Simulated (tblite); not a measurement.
Species: C5H7 (doublet state).
Cartesian coordinates in Å at the GFN2-xTB level; atoms count from 1:
```
atom  x, y, z in Å
C1     2.2422   -0.0171    0.0311
C2     1.0876    0.2123    0.5681
C3    -0.2836   -0.1581    0.6372
C4    -1.0753   -0.5389   -0.6132
C5    -1.3466    0.7576    0.0719
H6     2.4352   -0.8296   -0.6736
H7     3.1122    0.5809    0.2638
H8    -0.5475   -0.6828    1.5505
H9    -0.5504   -0.5179   -1.5550
H10   -1.7939   -1.3389   -0.5214
H11   -2.2651    0.8695    0.6279
H12   -1.0135    1.6625   -0.4132
```

Computed values, GFN2-xTB/tblite, gas phase, harmonic and unscaled. The method is semi-empirical: single wavenumbers can be off by several per cent or more. One conformer, not necessarily the lowest. Open shells enter through the occupations alone, without spin polarisation, and single modes of such species can be off by tens of per cent.

Harmonic wavenumbers (cm⁻¹): 89.7, 156.7, 298.3, 415.8, 536.7, 790.5, 825.7, 839.4, 861.7, 863.2, 971.3, 1013.2, 1036.1, 1060.1, 1067.7, 1091.7, 1153.0, 1234.6, 1317.1, 1394.0, 1426.7, 1465.9, 1824.8, 2850.3, 3009.9, 3034.8, 3085.7, 3087.8, 3098.2, 3116.5.

A = 14118, B = 3383, C = 3137 MHz; mass 67.055 u (most abundant isotopes); point group C1, symmetry number 1; spin multiplicity 2.

Question: Zero-point energy?

Answer: ½Σν̃ = 21509 cm⁻¹ = 61.50 kcal/mol.

Question: What is S at 400 K and 1 bar for an ideal gas of classical rigid rotors and harmonic oscillators?

Answer: Translation 40.01, rotation 26.05, vibration 15.74, spin (R ln 2) 1.38: S = 83.2 cal/(mol K).

Question: And Cp and H(400 K) − H(0)?

Answer: Cp = 28.38 cal/(mol K), of which vibrations give 20.43 (their classical limit is 30 R = 59.6); H(400 K) − H(0) = 6.76 kcal/mol without the zero-point energy, 3.58 from vibrations.

Question: How do the functions run with temperature in this model?

Answer: 
| T (K) | S (cal/(mol K)) | Cp (cal/(mol K)) | H − H(0) (kcal/mol) | G − H(0) (kcal/mol) | ln q(vib) |
| --- | --- | --- | --- | --- | --- |
| 150 | 64.1 | 13.7 | 1.60 | -8.02 | 0.89 |
| 250 | 72.2 | 18.9 | 3.21 | -14.85 | 1.83 |
| 298.15 | 75.8 | 22.0 | 4.19 | -18.41 | 2.31 |
| 600 | 96.7 | 38.3 | 13.49 | -44.52 | 5.78 |
| 900 | 114.1 | 47.6 | 26.49 | -76.23 | 9.44 |

q(vib) and H(0) count from the zero-point level.

Question: Which modes carry the vibrational entropy at 400 K?

Answer: 89.7 cm⁻¹: 4.24; 156.7 cm⁻¹: 3.15; 298.3 cm⁻¹: 1.94; 415.8 cm⁻¹: 1.36; 536.7 cm⁻¹: 0.96; 790.5 cm⁻¹: 0.47 cal/(mol K); the other 24 give 3.61 together.

Hindered rotation and anharmonicity are outside this model. Other conformers, if any are populated, would add a mixing term that is left out. The structure is chiral; the term R ln 2 for an equal mix with its mirror image is left out.
